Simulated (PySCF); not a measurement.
Ligands exchanged one at a time, Si F-SH. All species are isolated molecules in the gas phase. One relaxed conformer stands for each flexible species; it need not be the lowest. Strings in code marks are SMILES. All members: neutral, multiplicity 1. Level: TPSSh-D3(BJ)/def2-TZVP // PBE0-D3(BJ)/def2-TZVP (PySCF). Delta-SCF ions had no search for a lower state.  The removal energy is E(N − 1 electrons) − E(N electrons) at the parent's geometry; ε(HOMO) is measured against the vacuum level.

```
species                                                      −ε(HOMO) (eV)  vertical ionisation energy (Delta-SCF) (eV)
-----------------------------------------------------------  -------------  -------------------------------------------
`S[Si](S)(S)S`                                                        6.98                                         9.11
`F[Si](S)(S)S`                                                        7.13                                         9.45
`F[Si](F)(S)S` (S–Si–S–H torsion 49°, S–Si–S–H torsion 49°)           7.44                                        10.00
`F[Si](F)(F)S`                                                        7.84                                        10.98
`F[Si](F)(F)F`                                                       11.59                                     withheld
```

Problem. Fit vertical ionisation energy (Delta-SCF) = a + b·x to the 4 complete rows by least squares, with x = −ε(HOMO) in eV. Give a, b and the rms residual, and predict the withheld value.

Solution. Means of the 4 rows: x̄ = 7.3475, ȳ = 9.885 eV. Σ(x − x̄)² = 0.43347 and Σ(x − x̄)(y − ȳ) = 0.92935, so b = 2.144 and a = ȳ − b·x̄ = -5.868 eV. The rms residual is 0.049 eV. At x = 11.59 the line gives 18.98 eV, outside the range of the fitted rows. The run for `F[Si](F)(F)F` gave 14.91 eV, so the line is off by 4.07 eV, more than twice the rms residual.

Codes: PySCF.
